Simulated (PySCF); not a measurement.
Simulated outer-valence photoelectron spectrum of `[NH3+][O-]` (NH3O). Method used: EOM-IP-CCSD/aug-cc-pVDZ in PySCF, restricted Hartree–Fock reference, frozen core, non-relativistic, gas phase, PBE0-D3(BJ)/def2-SVP geometry.

Each root has a Gaussian of 0.4 eV full width with its one-hole share as area; cross sections and vibrations are left out, and the highest printed point is 100.

```csv
ionisation energy (eV),intensity
8.4,0
8.6,11
8.8,66
9.0,100
9.2,38
9.4,4
9.6,0
9.8,0
10.0,0
10.2,0
10.4,0
10.6,0
10.8,0
11.0,0
11.2,0
11.4,0
11.6,0
11.8,0
12.0,0
12.2,0
12.4,0
12.6,0
12.8,0
13.0,0
13.2,0
13.4,0
13.6,0
13.8,0
14.0,0
14.2,0
14.4,0
14.6,0
14.8,2
15.0,21
15.2,51
15.4,31
15.6,5
15.8,0
16.0,0
16.2,0
16.4,0
16.6,0
16.8,0
17.0,0
17.2,0
17.4,0
17.6,0
17.8,0
18.0,0
18.2,0
18.4,0
18.6,2
18.8,27
19.0,93
19.2,79
19.4,17
19.6,1
```

Question: Where are the maxima, and how many lines lie under the curve?

Answer: 3 maxima, at 9.0, 15.2 and 19.1 eV, from 3 lines (5 roots with degenerate partners counted).

Question: List the lines with their holes.

Answer: 
```json
{"E (eV)": "8.96", "leading hole (HF orbital)": "HOMO/HOMO-1", "area": "1.90", "Koopmans (eV)": "10.53"}
{"E (eV)": "15.23", "leading hole (HF orbital)": "HOMO-2", "area": "0.95", "Koopmans (eV)": "16.56"}
{"E (eV)": "19.08", "leading hole (HF orbital)": "HOMO-3/HOMO-4", "area": "1.90", "Koopmans (eV)": "20.24"}
```

The widest gap, 6.27 eV, lies between 8.96 and 15.23 eV. Only orbitals with −ε under 21 eV, eight at most, were ionised, so the high end of the curve may lack lines.
